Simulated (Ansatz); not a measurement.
A made-up structure of C2H5Li, closed shell:

Li1  (-1.643, 1.603, -0.493)
C2  (-0.172, 0.282, -0.647)
C3  (0.305, -0.402, 0.638)
H4  (-0.471, -0.495, -1.368)
H5  (0.691, 0.770, -1.126)
H6  (0.671, 0.322, 1.376)
H7  (1.122, -1.124, 0.487)
H8  (0.028, 1.137, -0.053)
(Å)

It is relaxed with PBE-D4/def2-SVP and then PBE0-D4/def2-TZVP (Ansatz 0.2.0). Atoms count as bonded within 1.22 times the sum of their covalent radii (H–H: 0.88 Å). The end point is not checked to be a true minimum.

**Question.** Does its bonding change? (Judge from chemistry; the calculation decides.)

**Answer.** Computed: Yes. Formed: Li1–C3; broken: Li1–C2, Li1–H8.

Where it ends: The first stage lowers the energy by 4.42 eV in 19 steps. It ends as C₂H₅Li ([Li][CH2][CH3]):
Li1  (-1.934, 0.088, 1.069)
C2  (0.347, 0.585, -0.840)
C3  (-0.046, -0.074, 0.486)
H4  (-0.228, 0.186, -1.683)
H5  (1.408, 0.460, -1.107)
H6  (0.603, 0.323, 1.282)
H7  (0.217, -1.142, 0.439)
H8  (0.162, 1.666, -0.831)
(Å)

Labels in which every atom is bracketed show which atoms are joined, not bond orders.

For scale, one of the runs: PBE0-D4/def2-TZVP relaxation, 106 basis functions, launched by `ansatz run in.yaml --threads 2 --pin off --events-out ev --progress --plain --max-ram 4352MiB`. Hardware: 2 CPU threads of an Arm Neoverse V2, shared host. Wall time about 7.5 s.
